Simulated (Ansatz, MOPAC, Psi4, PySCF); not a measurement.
Process, species as SMILES: C[SiH3] (CH6Si) [methylsilane] + [H][H] (H2) → C (CH4) + [SiH4] (SiH4)

Property: energy of full hydrogenation (enthalpy at 298 K), in kcal/mol. Terms: 6-311+G** with 5d, 6d on Na to Ar in Ansatz (an electronic-structure program); dispersion terms only where a functional's name holds one; 6-31G* and kin with 6d, 5d where marked; LANL2DZ with its own core potentials from Na on; valence correlation only; spin-orbit terms left out; non-relativistic. CBS(X,Y): correlation extrapolated as X^-3; Hartree-Fock from the larger set. [CCSD(T)-MP2]/basis is that difference in the basis named. First-principles rows: single points at B3LYP-D3(BJ) geometries (Ansatz), with unscaled harmonic terms from B3LYP/6-31G* at its own minima. Semi-empirical rows: MOPAC heats of formation at their own minima for 298 K.

Measured values: Active Thermochemical Tables 1.112 (ions: stationary electron), as tabulated in the package chemicals; G2/97 table in ASE (Curtiss et al.); G2/97 table in ASE (Curtiss et al.), the entry of CH6Si doubted and unchecked; they hold spin-orbit and core effects, anharmonicity. 

Value to compare with, the measured value: -2.6 kcal/mol.

| level | program | energy of full hydrogenation (enthalpy at 298 K) (kcal/mol) | error |
|---|---|---|---|
| PM3 | MOPAC | 17.1 | 19.7 |
| HF/STO-3G | Ansatz | -6.4 | -3.8 |
| SVWN5/6-31G* | Ansatz | -4.6 | -2.0 |
| PBE/3-21G | Ansatz | -4.3 | -1.7 |
| BP86/6-31G* (5d) | PySCF | -5.7 | -3.1 |
| B3LYP/STO-3G | Ansatz | -3.4 | -0.8 |
| B3LYP/LANL2DZ | Ansatz | -7.7 | -5.1 |
| B3LYP/6-31+G* | Ansatz | -7.6 | -5.0 |
| PBE0/6-311+G** | Ansatz | -5.4 | -2.8 |
| wB97X-D/6-31G* | Psi4 | -6.1 | -3.5 |
| wB97X-D/6-311+G** | Psi4 | -5.4 | -2.8 |
| MP2/6-31G* | Ansatz | -3.8 | -1.2 |
| MP2/6-311+G** | Ansatz | -3.9 | -1.3 |
| r2SCAN-D4/def2-TZVPD | Ansatz + dftd4 | -3.4 | -0.8 |
| B3LYP/def2-TZVPD | Ansatz | -6.1 | -3.5 |
| M06-2X/def2-TZVPD | PySCF | -3.0 | -0.4 |
| RI-MP2/CBS(def2-TZVPPD,def2-QZVPPD)+[CCSD(T)-MP2]/def2-TZVPPD | Ansatz | -3.9 | -1.3 |

Among the 13 habitual levels, PM3 lies farthest from the measured value (19.7 kcal/mol); 1 of 13 lie above it, and their mean absolute error is 4.1 kcal/mol, the median 2.8. One case shows no general order.

The levels are drawn from those run, B3LYP/6-31G* more often than the rest, none by its result; runs whose electronic state is in doubt are left out.
